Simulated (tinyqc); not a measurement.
Worked calculation: CCD on RHF in the sto-6g basis, for LiH, spin multiplicity 1. Computed by tinyqc, a small Python program that keeps every step (integrals from PySCF). Settings: charge = 0, multiplicity = 1, basis = sto-6g, method = RHF, energy threshold = 1e-10, iteration cap = 70, orthogonalisation = canonical, start = atomic densities, DIIS depth = 6, amplitude equations = CCD, DIIS depth for amplitudes = 4, cap on updates = 50. Command: `OMP_NUM_THREADS=1 python tinyqc.py 28136 28137 out.jsonl` (the two numbers bound the seeds that draw the settings). One thread of a shared host (Intel(R) Xeon(R) Processor @ 2.60GHz), about 0.1 s of CPU time with the checks. The early iterations of the SCF are left out here.

## One-electron integrals

Geometry (angstrom):
```
atom        x        y        z
Li    0.00000  0.00000  0.00000
H     0.00000  0.00000  1.51300
```

Basis sto-6g: exponents (1/bohr^2) and contraction coefficients of normalised primitives:
```
element  l (shell)   exponent  coefficient
Li           s (1)  167.17585      0.00916
Li           s (1)   30.65151      0.04936
Li           s (1)    8.57519      0.16854
Li           s (1)    2.94581      0.37056
Li           s (1)    1.14394      0.41649
Li           s (1)    0.47114      0.13033
Li           s (2)    6.59756     -0.01325
Li           s (2)    1.30583     -0.04699
Li           s (2)    0.40585     -0.03379
Li           s (2)    0.15615      0.25024
Li           s (2)    0.06781      0.59512
Li           s (2)    0.03108      0.24071
Li           p (3)    6.59756      0.00376
Li           p (3)    1.30583      0.03768
Li           p (3)    0.40585      0.17390
Li           p (3)    0.15615      0.41804
Li           p (3)    0.06781      0.42586
Li           p (3)    0.03108      0.10171
H            s (1)   35.52322      0.00916
H            s (1)    6.51314      0.04936
H            s (1)    1.82214      0.16854
H            s (1)    0.62596      0.37056
H            s (1)    0.24308      0.41649
H            s (1)    0.10011      0.13033
```

Overlap, kinetic and nuclear-attraction integrals over the contracted functions; the nuclear repulsion is the sum of Za Zb / Rab.

nuclear repulsion = 1.0492608 hartree

overlap S:
```
          1Li 1s   1Li 2s  1Li 2px  1Li 2py  1Li 2pz    2H 1s
1Li 1s   1.00000  0.23574  0.00000  0.00000  0.00000  0.08238
1Li 2s   0.23574  1.00000  0.00000  0.00000  0.00000  0.41903
1Li 2px  0.00000  0.00000  1.00000  0.00000  0.00000  0.00000
1Li 2py  0.00000  0.00000  0.00000  1.00000  0.00000  0.00000
1Li 2pz  0.00000  0.00000  0.00000  0.00000  1.00000  0.52659
2H 1s    0.08238  0.41903  0.00000  0.00000  0.52659  1.00000
```

kinetic energy T (hartree):
```
           1Li 1s    1Li 2s  1Li 2px  1Li 2py  1Li 2pz     2H 1s
1Li 1s    3.61674  -0.11072  0.00000  0.00000  0.00000  -0.01604
1Li 2s   -0.11072   0.10652  0.00000  0.00000  0.00000   0.04727
1Li 2px   0.00000   0.00000  0.32001  0.00000  0.00000   0.00000
1Li 2py   0.00000   0.00000  0.00000  0.32001  0.00000   0.00000
1Li 2pz   0.00000   0.00000  0.00000  0.00000  0.32001   0.14198
2H 1s    -0.01604   0.04727  0.00000  0.00000  0.14198   0.76852
```

nuclear attraction V (hartree):
```
           1Li 1s    1Li 2s   1Li 2px   1Li 2py   1Li 2pz     2H 1s
1Li 1s   -8.41690  -0.91074   0.00000   0.00000  -0.01891  -0.35286
1Li 2s   -0.91074  -1.50057   0.00000   0.00000  -0.12662  -0.79577
1Li 2px   0.00000   0.00000  -1.46657   0.00000   0.00000   0.00000
1Li 2py   0.00000   0.00000   0.00000  -1.46657   0.00000   0.00000
1Li 2pz  -0.01891  -0.12662   0.00000   0.00000  -1.56840  -1.02323
2H 1s    -0.35286  -0.79577   0.00000   0.00000  -1.02323  -2.28485
```

core Hamiltonian H = T + V (hartree):
```
           1Li 1s    1Li 2s   1Li 2px   1Li 2py   1Li 2pz     2H 1s
1Li 1s   -4.80015  -1.02146   0.00000   0.00000  -0.01891  -0.36890
1Li 2s   -1.02146  -1.39405   0.00000   0.00000  -0.12662  -0.74850
1Li 2px   0.00000   0.00000  -1.14656   0.00000   0.00000   0.00000
1Li 2py   0.00000   0.00000   0.00000  -1.14656   0.00000   0.00000
1Li 2pz  -0.01891  -0.12662   0.00000   0.00000  -1.24840  -0.88125
2H 1s    -0.36890  -0.74850   0.00000   0.00000  -0.88125  -1.51633
```

## Two-electron integrals

Functions are numbered as in S; the eight-fold symmetry (ij|kl) = (ji|kl) = (kl|ij) leaves the list below.

Two-electron integrals (ij|kl) in chemists' order, unique and non-zero (hartree):
```
(11|11) 1.68125   (21|11) 0.24260   (21|21) 0.04451   (22|11) 0.39719
(22|21) 0.09028   (22|22) 0.29062   (31|31) 0.00944   (32|31) 0.01426
(32|32) 0.06424   (33|11) 0.39719   (33|21) 0.09028   (33|22) 0.29062
(33|33) 0.31312   (41|41) 0.00944   (42|41) 0.01426   (42|42) 0.06424
(43|43) 0.01688   (44|11) 0.39719   (44|21) 0.09028   (44|22) 0.29062
(44|33) 0.27937   (44|44) 0.31312   (51|51) 0.00944   (52|51) 0.01426
(52|52) 0.06424   (53|53) 0.01688   (54|54) 0.01688   (55|11) 0.39719
(55|21) 0.09028   (55|22) 0.29062   (55|33) 0.27937   (55|44) 0.27937
(55|55) 0.31312   (61|11) 0.08666   (61|21) 0.01548   (61|22) 0.03138
(61|33) 0.03097   (61|44) 0.03097   (61|51) 0.00204   (61|52) 0.00398
(61|55) 0.03222   (61|61) 0.00594   (62|11) 0.16486   (62|21) 0.03774
(62|22) 0.12432   (62|33) 0.11849   (62|44) 0.11849   (62|51) 0.00658
(62|52) 0.03516   (62|55) 0.13599   (62|61) 0.01553   (62|62) 0.08258
(63|31) 0.00357   (63|32) 0.01523   (63|53) 0.00572   (63|63) 0.00669
(64|41) 0.00357   (64|42) 0.01523   (64|54) 0.00572   (64|64) 0.00669
(65|11) 0.19366   (65|21) 0.04489   (65|22) 0.15317   (65|33) 0.14315
(65|44) 0.14315   (65|51) 0.01030   (65|52) 0.05411   (65|55) 0.17322
(65|61) 0.01946   (65|62) 0.11274   (65|65) 0.15704   (66|11) 0.34787
(66|21) 0.08130   (66|22) 0.28909   (66|33) 0.26459   (66|44) 0.26459
(66|51) 0.01744   (66|52) 0.10814   (66|55) 0.33808   (66|61) 0.03571
(66|62) 0.23565   (66|65) 0.33589   (66|66) 0.77500
```

## Orthogonalisation

S = U s U^T; canonical form X = U s^(-1/2), so that X^T S X = 1. Each column of U has its largest component positive (the first on a tie).

eigenvalues of S: 0.32362  0.80219  1.00000  1.00000  1.16164  1.71255

X:
```
                1         2         3        4         5        6
1Li 1s    0.13158   0.80715   0.00000  0.00000   0.59819  0.18100
1Li 2s   -0.80664  -0.62105   0.00000  0.00000   0.46507  0.36549
1Li 2px   0.00000   0.00000   0.78114  0.62436   0.00000  0.00000
1Li 2py   0.00000   0.00000  -0.62436  0.78114   0.00000  0.00000
1Li 2pz  -0.95606   0.42837   0.00000  0.00000  -0.51189  0.38406
2H 1s     1.22803  -0.16092   0.00000  0.00000  -0.15713  0.51969
```

Within a degenerate level the vectors are fixed only up to a rotation; this is one choice.

## Iteration 8 (converged): orbitals

converged F (hartree):
```
           1Li 1s    1Li 2s  1Li 2px  1Li 2py   1Li 2pz     2H 1s
1Li 1s   -2.38384  -0.61788  0.00000  0.00000   0.01225  -0.21886
1Li 2s   -0.61788  -0.21286  0.00000  0.00000  -0.11056  -0.28044
1Li 2px   0.00000   0.00000  0.16261  0.00000   0.00000   0.00000
1Li 2py   0.00000   0.00000  0.00000  0.16261   0.00000   0.00000
1Li 2pz   0.01225  -0.11056  0.00000  0.00000  -0.01045  -0.24160
2H 1s    -0.21886  -0.28044  0.00000  0.00000  -0.24160  -0.17058
```

Diagonalise F' = X^T F X, C = X C', fill 2 alpha and 2 beta electrons from the bottom; D = 2 C_occ C_occ^T. Each column has its largest component positive (the first on a tie).

F' = X^T F X (hartree):
```
          1         2        3        4         5         6
1   0.56316  -0.10432  0.00000  0.00000  -0.06034  -0.03299
2  -0.10432  -0.92061  0.00000  0.00000  -1.11421  -0.40370
3   0.00000   0.00000  0.16261  0.00000   0.00000   0.00000
4   0.00000   0.00000  0.00000  0.16261   0.00000   0.00000
5  -0.06034  -1.11421  0.00000  0.00000  -1.16140  -0.49743
6  -0.03299  -0.40370  0.00000  0.00000  -0.49743  -0.50938
```

orbital energies (hartree): MO1 -2.38534, MO2 -0.29312, MO3 0.07935, MO4 0.16261, MO5 0.16261, MO6 0.57088

coefficients C:
```
              MO1       MO2       MO3      MO4       MO5       MO6
1Li 1s    0.99374  -0.16433  -0.19808  0.00000   0.00000   0.07508
1Li 2s    0.02332   0.43839   0.79878  0.00000   0.00000  -0.74530
1Li 2px   0.00000   0.00000   0.00000  0.66096   0.75042   0.00000
1Li 2py   0.00000   0.00000   0.00000  0.75042  -0.66096   0.00000
1Li 2pz  -0.00633   0.34861  -0.61658  0.00000   0.00000  -1.00268
2H 1s     0.00536   0.55091  -0.12480  0.00000   0.00000   1.22866
```

D after iteration 8:
```
           1Li 1s    1Li 2s  1Li 2px  1Li 2py   1Li 2pz     2H 1s
1Li 1s    2.02904  -0.09774  0.00000  0.00000  -0.12716  -0.17041
1Li 2s   -0.09774   0.38545  0.00000  0.00000   0.30536   0.48327
1Li 2px   0.00000   0.00000  0.00000  0.00000   0.00000   0.00000
1Li 2py   0.00000   0.00000  0.00000  0.00000   0.00000   0.00000
1Li 2pz  -0.12716   0.30536  0.00000  0.00000   0.24314   0.38404
2H 1s    -0.17041   0.48327  0.00000  0.00000   0.38404   0.60706
```

Within a degenerate level the vectors are fixed only up to a rotation; this is one choice.

## Convergence

Stop when the energy changes by less than 1e-10 hartree and every element of the error matrix X^T (F D S - S D F) X is below 3e-06.

Course of the cycle:
```
iteration  E (hartree)     change  largest element of the error matrix
1           -7.7633453          -                             1.90e-01
2           -7.9450748  -1.82e-01                             8.60e-02
3           -7.9523522  -7.28e-03                             1.49e-02
4           -7.9532972  -9.45e-04                             5.41e-03
5           -7.9534619  -1.65e-04                             2.10e-04
6           -7.9534621  -2.24e-07                             1.45e-05
7           -7.9534621  -1.04e-09                             5.91e-07
8           -7.9534621  -8.65e-13                             1.53e-07
```

PySCF RHF in the same basis = -7.9534621 hartree

Converged in 8 iterations.

## Integrals over molecular orbitals

(pq|rs) = sum C_ip C_jq C_kr C_ls (ij|kl), one index at a time.

one-electron integrals over orbitals h = C^T H C (hartree):
```
          1         2         3         4         5         6
1  -4.79220   0.10801   0.17032   0.00000   0.00000  -0.03330
2   0.10801  -1.53206   0.03126   0.00000   0.00000  -0.07637
3   0.17032   0.03126  -1.13732   0.00000   0.00000   0.03665
4   0.00000   0.00000   0.00000  -1.14656   0.00000   0.00000
5   0.00000   0.00000   0.00000   0.00000  -1.14656   0.00000
6  -0.03330  -0.07637   0.03665   0.00000   0.00000  -0.94356
```

Two-electron integrals over orbitals (pq|rs), unique and non-zero (hartree):
```
(11|11) 1.66421    (21|11) -0.11516   (21|21) 0.01451    (22|11) 0.37858
(22|21) 0.00715    (22|22) 0.49629    (31|11) -0.14068   (31|21) 0.01186
(31|22) -0.01662   (31|31) 0.02272    (32|11) 0.01314    (32|21) -0.00359
(32|22) -0.04568   (32|31) -0.00013   (32|32) 0.01147    (33|11) 0.40002
(33|21) -0.01161   (33|22) 0.22541    (33|31) 0.00186    (33|32) 0.00616
(33|33) 0.34033    (41|41) 0.01006    (42|41) 0.00743    (42|42) 0.02353
(43|41) 0.01021    (43|42) 0.01896    (43|43) 0.04138    (44|11) 0.39694
(44|21) -0.00425   (44|22) 0.27444    (44|31) -0.00468   (44|32) 0.00483
(44|33) 0.28272    (44|44) 0.31312    (51|51) 0.01006    (52|51) 0.00743
(52|52) 0.02353    (53|51) 0.01021    (53|52) 0.01896    (53|53) 0.04138
(54|54) 0.01688    (55|11) 0.39694    (55|21) -0.00425   (55|22) 0.27444
(55|31) -0.00468   (55|32) 0.00483    (55|33) 0.28272    (55|44) 0.27937
(55|55) 0.31312    (61|11) 0.05109    (61|21) -0.00912   (61|22) -0.00612
(61|31) -0.00246   (61|32) 0.00142    (61|33) 0.00994    (61|44) 0.00026
(61|55) 0.00026    (61|61) 0.00826    (62|11) -0.03288   (62|21) 0.00556
(62|22) 0.13301    (62|31) -0.00022   (62|32) -0.03257   (62|33) -0.01096
(62|44) -0.01195   (62|55) -0.01195   (62|61) 0.00013    (62|62) 0.12436
(63|11) 0.01393    (63|21) -0.00374   (63|22) -0.04977   (63|31) 0.00466
(63|32) 0.00767    (63|33) 0.03553    (63|44) 0.00092    (63|55) 0.00092
(63|61) 0.00399    (63|62) -0.02980   (63|63) 0.02514    (64|41) -0.00614
(64|42) -0.01959   (64|43) -0.01417   (64|64) 0.01987    (65|51) -0.00614
(65|52) -0.01959   (65|53) -0.01417   (65|65) 0.01987    (66|11) 0.36407
(66|21) 0.00415    (66|22) 0.45946    (66|31) -0.01126   (66|32) -0.04066
(66|33) 0.24154    (66|44) 0.26986    (66|55) 0.26986    (66|61) -0.00241
(66|62) 0.14036    (66|63) -0.04240   (66|66) 0.45808
```

## CCD: starting amplitudes

t_ij^ab = <ij||ab> / (e_i + e_j - e_a - e_b), whose energy is MP2.

Starting amplitudes (spin orbitals 1a, 1b, ...; amplitudes related by a flip of all spins are not repeated):
```
from      to          t
2a 2b  6a 6b   -0.07196
2a 2b  3a 6b    0.02634
2a 2b  5a 5b   -0.02582
2a 2b  4a 4b   -0.02582
2a 2b  3a 3b   -0.01539
1a 1b  3a 3b   -0.00461
1a 2b  5a 5b   -0.00247
1a 2b  4a 4b   -0.00247
1a 1b  5a 5b   -0.00197
1a 1b  4a 4b   -0.00197
1a 1b  6a 6b   -0.00140
1a 2a  3a 6a    0.00049
1a 1b  3a 6b    0.00045
1a 2b  3b 6a    0.00043
1a 2b  3a 6b    0.00007
1a 2b  3a 3b   4.73e-05
1a 2b  6a 6b  -3.40e-05
```

correlation energy = -0.0122913 hartree

## CCD: amplitude update 1

t_ij^ab D_ij^ab are set to the remaining terms of the spin-orbital equations, evaluated with the old amplitudes; for the doubles these are <ij||ab> + 1/2 <ab||ef> t_ij^ef + 1/2 <mn||ij> t_mn^ab + P(ij)P(ab) <mb||ej> t_im^ae + terms in t^2, D the orbital-energy denominators.

Amplitudes after update 1 (spin orbitals 1a, 1b, ...; amplitudes related by a flip of all spins are not repeated):
```
from      to         t
2a 2b  6a 6b  -0.09781
2a 2b  3a 6b   0.03823
2a 2b  5a 5b  -0.02859
2a 2b  4a 4b  -0.02859
2a 2b  3a 3b  -0.01788
1a 1b  3a 3b  -0.00410
1a 2b  5a 5b  -0.00281
1a 2b  4a 4b  -0.00281
1a 1b  5a 5b  -0.00179
1a 1b  4a 4b  -0.00179
1a 1b  6a 6b  -0.00101
1a 2a  3a 6a   0.00058
1a 2b  3b 6a   0.00054
1a 1b  3a 6b   0.00031
1a 2b  6a 6b  -0.00015
1a 2b  3a 3b   0.00009
1a 2b  3a 6b  4.05e-05
```

correlation energy = -0.0164304 hartree

## CCD: convergence

E_corr = 1/4 sum <ij||ab> t_ij^ab; stop when the norm of the change is below 1e-8.

Course of the amplitude iterations:
```
update  correlation energy (hartree)  norm of the change
0                         -0.0122913                   -
1                         -0.0164304            6.24e-02
2                         -0.0179121            2.37e-02
3                         -0.0187966            9.50e-03
4                         -0.0187875            8.60e-04
5                         -0.0187875            9.87e-05
6                         -0.0187872            7.92e-06
7                         -0.0187872            8.21e-07
8                         -0.0187872            1.28e-07
9                         -0.0187872            1.20e-08
10                        -0.0187872            2.96e-09
```

Converged amplitudes (spin orbitals 1a, 1b, ...; amplitudes related by a flip of all spins are not repeated):
```
from      to          t
2a 2b  6a 6b   -0.11244
2a 2b  3a 6b    0.04699
2a 2b  5a 5b   -0.02677
2a 2b  4a 4b   -0.02677
2a 2b  3a 3b   -0.02218
1a 1b  3a 3b   -0.00412
1a 2b  5a 5b   -0.00287
1a 2b  4a 4b   -0.00287
1a 1b  5a 5b   -0.00182
1a 1b  4a 4b   -0.00182
1a 1b  6a 6b   -0.00098
1a 2b  3b 6a    0.00064
1a 2a  3a 6a    0.00060
1a 1b  3a 6b    0.00027
1a 2b  6a 6b   -0.00023
1a 2b  3a 3b    0.00016
1a 2b  3a 6b  -3.34e-05
```

CCD total energy = -7.9722493 hartree

Converged in 10 updates, with DIIS from the third.
